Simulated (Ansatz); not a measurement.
Take Mo in the bcc (W type) structure (space group Im-3m, No. 229; a = 3.161 Å) as the base.

Levels (all Ansatz, an electronic-structure program, PAW): PBE (420 eV, spin-orbit coupling left out); r2SCAN (500 eV, no spin-orbit coupling).

Levels that relaxed their own cell: PBE and r2SCAN.

```csv
level,lattice parameter a
PBE,3.161 Å
r2SCAN,3.151 Å
```

Measured: lattice parameter a 3.141 Å (static lattice; corrected from measurement; as listed in Daniel Mejia-Rodriguez, S. B. Trickey, Phys. Rev. B (2018)).

Computed minus measured — lattice parameter a: PBE +0.6 %, r2SCAN +0.3 % (closest: r2SCAN).

No phonon test of stability was made. The final runs are not spin-polarised.
